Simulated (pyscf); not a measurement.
# Four-centre exchange: HO–AlH₂ + NH₃ -> H₂N–AlH–OH + H₂

Gas phase, singlet surface, charge 0. Bonds broken: Al2–H4, N6–H7. Bonds formed: Al2–N6, H4–H7. PySCF, gas phase, ωB97X-D3(BJ)/def2-SVP geometries.

Transition state (Å):

```xyz
9

O     -0.4629    -1.6949    -0.2085
Al    -0.9347    -0.1132     0.2501
H     -0.7376    -2.5168     0.2004
H     -2.2666     0.4724    -0.8702
H     -1.3319     0.3040     1.7239
N     -0.0647     1.1740    -0.8384
H     -1.4330     0.9886    -1.1080
H      0.5445     0.8551    -1.5912
H      0.2578     2.0782    -0.4983
```

One imaginary mode, 1298i cm⁻¹; descent along it reached the two sides named, in the forms told below.

| bond | change | reactant side (Å) | saddle | product side |
|---|---|---|---|---|
| Al2–H4 | breaks | 1.603 | 1.836 | 2.6 |
| N6–H7 | breaks | 1.021 | 1.407 | 2.9 |
| Al2–N6 | forms | 2.054 | 1.897 | 1.771 |
| H4–H7 | forms | 2.9 | 1.009 | 0.761 |

Electronic energies relative to the separated reactants (eV):

| level | barrier | reaction energy | reverse barrier |
|---|---|---|---|
| ωB97X-D3(BJ)/def2-TZVP | 0.09 | -0.79 | 0.88 |
| PBE/def2-TZVP | -0.03 | -0.73 | 0.70 |
| r²SCAN/def2-TZVP | -0.09 | -0.84 | 0.75 |
| B3LYP-D3(BJ)/def2-TZVP | 0.10 | -0.79 | 0.88 |
| PBE0-D3(BJ)/def2-TZVP | 0.00 | -0.74 | 0.73 |
| M06-2X/def2-TZVP | 0.04 | -0.93 | 0.97 |
| ωB97M-D3(BJ)/def2-TZVP | 0.15 | -0.76 | 0.91 |
| HF/def2-TZVP | 0.73 | -0.64 | 1.37 |

With ωB97M-D3(BJ)/def2-TZVP energies and thermal terms (ideal gas, 1 atm, RRHO with modes under 100 cm⁻¹ raised to 100, one conformer, R ln 2 for chiral ones without a mode under 150 cm⁻¹), in eV:

| T (K) | ΔH‡ | ΔG‡ | ΔH | ΔG |
|---|---|---|---|---|
| 298 | 0.08 | 0.51 | -0.88 | -0.80 |
| 600 | 0.09 | 0.95 | -0.82 | -0.75 |
| 900 | 0.12 | 1.38 | -0.77 | -0.72 |
| 1200 | 0.16 | 1.79 | -0.74 | -0.71 |

On the reactant side the descent ends in an adduct with a Al–N contact, 1.30 eV under the separated species and 1.39 eV under the saddle at ωB97X-D3(BJ)/def2-TZVP. At PBE, r²SCAN the saddle lies under the separated reactants, which points to a path from their complex (located at ωB97X-D3(BJ) alone). What is counted as formed (Al–N) is already present as a longer contact in the reactant adduct; forming that adduct is a step of its own. At the saddle there is also a short Al–H contact that neither side keeps. This is the saddle that the search found; another between the same sides may lie lower.
